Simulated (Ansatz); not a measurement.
The input, for Ansatz 0.2.0:

```yaml
crystal:
  periodic: [false, false, false]
  atoms:
    - {symbol: Si, position_ang: [0.000000, 0.000000, 0.000000]}
    - {symbol: F, position_ang: [0.000000, 0.000000, 1.536400]}
basis:
  gaussian: {orbitals: aug-cc-pVDZ}
total_charge: 1
magnetization: {spin_polarized: true, initial_magnetization: 8}
correlation: {method: mp2, electrons: outside_noble_gas}
accuracy: high
```

```sh
$ ansatz run in.yaml --threads 1 --pin off --events-out ev --progress --plain --max-ram 2393MiB
```

Q: How does this run end?

A: Converged. The settings were drawn as a stress test.
```
885 factors; integrals over basis functions are off by at most 3.1e-9 eV
mean field evaluation 1: about -10503.1787 eV, gradient 3.2e1 eV
mean field evaluation 2: about -10503.3571 eV, gradient 3.2e1 eV
mean field evaluation 4: about -10509.6930 eV, gradient 1.7e0 eV
mean field evaluation 8: about -10509.8517 eV, gradient 2.5e-1 eV
mean field evaluation 16: about -10509.8547 eV, gradient 2.2e-8 eV
mean field -10509.85467288 eV, -386.2300353929 hartree, gradient 2.7e-8 eV, S^2 20.002530; 0 other end points of the search recorded, 0 dependent functions left out
6 core orbitals not correlated: weight in the atoms' cores, before any rotation towards them, 1.000 or more for the frozen orbitals, at most 0.000 for the correlated occupied ones
reference -10509.85467288 eV, -386.2300353929 hartree; 9, 1 occupied and 35, 43 virtual orbitals, 885 factors
second order -2.68971288 eV of doubles, -0.00000000 eV of singles
Total energy: -10512.54438575 eV, -386.3288805180 hartree
```
